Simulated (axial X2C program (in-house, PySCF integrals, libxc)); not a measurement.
## Levels of CO⁻ by electron attachment to CO (EOM-EA-CCSD)

Computed with an axial X2C code built on PySCF integrals: two-component X2C with atomic mean-field Coulomb and Gaunt terms, Gaussian nuclei, basis O dyall-av3z, C dyall-av3z with contracted cores.

R = 1.124 Å (near the PBE0 minimum at charge 0 of the determinant lowest at the starting distance; the state shown can have its own minimum elsewhere).

Levels of CO⁻ obtained by attaching an electron to CO:

```tsv
Ω	binding energy (eV)	above lowest (cm⁻¹)	attached spinor	one-particle weight
1/2	-1.232	0	88% C pπ, 8% O pπ	0.99
3/2	-1.233	6	88% C pπ, 8% O pπ	0.99
1/2	-1.319	704	87% C sσ, 7% O pσ	0.99
1/2	-1.430	1596	91% C pσ	1.00
1/2	-2.681	11692	54% C pπ, 16% C dπ, 14% O pπ	0.95
3/2	-2.686	11729	54% C pπ, 16% C dπ, 14% O pπ	0.95
1/2	-3.696	19877	77% O pσ, 10% C dσ	0.99
```

Negative binding energies belong to unbound states, resonances or levels that the basis set holds; within some tenths of an eV of zero the sign is not settled.

This point took 7.7 s on 1 thread of Arm Neoverse V1, with other jobs on the host.

Reference electrons by ω block (each with its −ω partner): 1/2: 6, 3/2: 1. 10 electrons of CO correlated (inner shells frozen), 92 natural virtual spinors (a truncated set); levels can be off by some tenths of an eV. Roots sought by Ω: (1/2: 5, 3/2: 4, 5/2: 2, 7/2: 1); the list ends where they run out and leaves out roots under 60 % one-particle weight. The solver can skip a root, and states that need a further excitation, which the method places far too high, are missing though they may lie low or lowest. T1 of the reference 0.018 (Lee–Taylor). Number of frozen shells: O 1 s; C 1 s.
